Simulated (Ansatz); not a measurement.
disilane (H₆Si₂), SMILES [SiH3][SiH3].

Coordinates come from a TPSSh-D3(BJ)/def2-TZVP optimisation.

Two levels are set side by side: PBE/def2-TZVPD (Ansatz, a quantum-chemistry and plane-wave program) and CAM-B3LYP/def2-TZVPD (Ansatz). Energy differences of separate SCF runs at the same geometry; the states with an electron removed or added have multiplicity 2 and 2. Differences are taken from unrounded values.

| quantity | PBE |
|---|---|
| vertical ionisation energy (eV) | 10.36 |
| vertical singlet–triplet gap (eV) | 6.10 |

**Question.** These are the PBE values. What does CAM-B3LYP give? (An estimate is asked for; the answer gives what the named calculation found.)

**Answer.** 
```tsv
quantity	CAM-B3LYP	PBE minus CAM-B3LYP
vertical ionisation energy (eV)	10.59	-0.23
vertical singlet–triplet gap (eV)	6.51	-0.41
```
